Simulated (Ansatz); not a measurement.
The input, for Ansatz 0.2.0:

```yaml
crystal:
  periodic: [false, false, false]
  atoms:
    - {symbol: O, position_ang: [-1.013923, -0.231644, 0.000000]}
    - {symbol: H, position_ang: [-1.263232, 0.694932, 0.000000]}
    - {symbol: H, position_ang: [0.136077, -0.231644, 0.000000]}
    - {symbol: Br, position_ang: [2.141077, -0.231644, 0.000000]}
basis:
  gaussian: {orbitals: 6-31G}
magnetization: {spin_polarized: false, initial_magnetization: 1}
hamiltonian: {pseudopotentials: {relativity: scalar}}
correlation: {method: fic_mrcisd_q, electrons: outside_noble_gas, active_space: {window: {electrons: 9, orbitals: 7}}}
```

```sh
$ ansatz run in.yaml --threads 1 --pin off --events-out ev --progress --plain --max-ram 2393MiB
```

Q: Roughly how long does this take on 1 thread of Arm Neoverse V2, shared host, and how much host memory?

A: 11 s wall and 0.17 GiB.

```
403 factors; integrals over basis functions are off by at most 3.4e-4 eV
mean field evaluation 1: about -72736.9572 eV, gradient 3.4e1 eV
mean field evaluation 2: about -72736.9791 eV, gradient 3.4e1 eV
mean field evaluation 4: about -72738.5300 eV, gradient 1.9e1 eV
mean field evaluation 8: about -72739.3717 eV, gradient 3.9e-1 eV
mean field evaluation 16: about -72739.3743 eV, gradient 2.1e-6 eV
mean field evaluation 32: about -72739.2485 eV, gradient 1.9e-1 eV
mean field evaluation 64: about -72739.3699 eV, gradient 2.3e-2 eV
mean field evaluation 96: about -72739.3704 eV, gradient 8.9e-1 eV
mean field evaluation 128: about -72739.3607 eV, gradient 1.4e-4 eV
mean field evaluation 160: about -72739.3607 eV, gradient 1.3e-5 eV
mean field -72739.37431771 eV, -2673.1227016573 hartree, gradient 2.1e-6 eV, S^2 0.750000; 12 other end points of the search recorded, 0 dependent functions left out
reference -72739.37431771 eV, -2673.1227016573 hartree; 23, 22 occupied and 19, 20 virtual orbitals, 403 factors
state -72741.07806463 eV, -2673.1853132016 hartree
...
contracted CI cycle   2: correlation -2.88236581 eV, -0.1059249899 hartree, residual 2.92e0 eV
contracted CI cycle   3: correlation -2.99023772 eV, -0.1098892093 hartree, residual 7.50e-1 eV
contracted CI cycle   4: correlation -2.99733954 eV, -0.1101501963 hartree, residual 2.22e-1 eV
contracted CI cycle   5: correlation -2.99838106 eV, -0.1101884717 hartree, residual 1.27e-1 eV
contracted CI cycle   6: correlation -2.99871786 eV, -0.1102008486 hartree, residual 6.83e-2 eV
contracted CI cycle   7: correlation -2.99881262 eV, -0.1102043312 hartree, residual 3.88e-2 eV
contracted CI cycle   8: correlation -2.99883822 eV, -0.1102052719 hartree, residual 1.87e-2 eV
contracted CI cycle   9: correlation -2.99884435 eV, -0.1102054973 hartree, residual 8.81e-3 eV
contracted CI cycle  10: correlation -2.99884546 eV, -0.1102055380 hartree, residual 3.76e-3 eV
contracted CI cycle  11: correlation -2.99884564 eV, -0.1102055447 hartree, residual 1.44e-3 eV
state -72741.04945727 eV, -2673.1842619006 hartree; corrected -72744.16683394 eV, -2673.2988233801 hartree
state -72741.07806463 eV, -2673.1853132016 hartree; corrected -72744.19631759 eV, -2673.2999068843 hartree
the orbitals are reached from a further start. From the first start the search ends at -72741.04944270 eV, -2673.1842613651 hartree
Total energy: -72744.19631759 eV, -2673.2999068843 hartree
Relativity: scalar
```

Natural occupations: 1.9994 1.9977 1.9751 1.9541 1.0027 0.0456 0.0254.
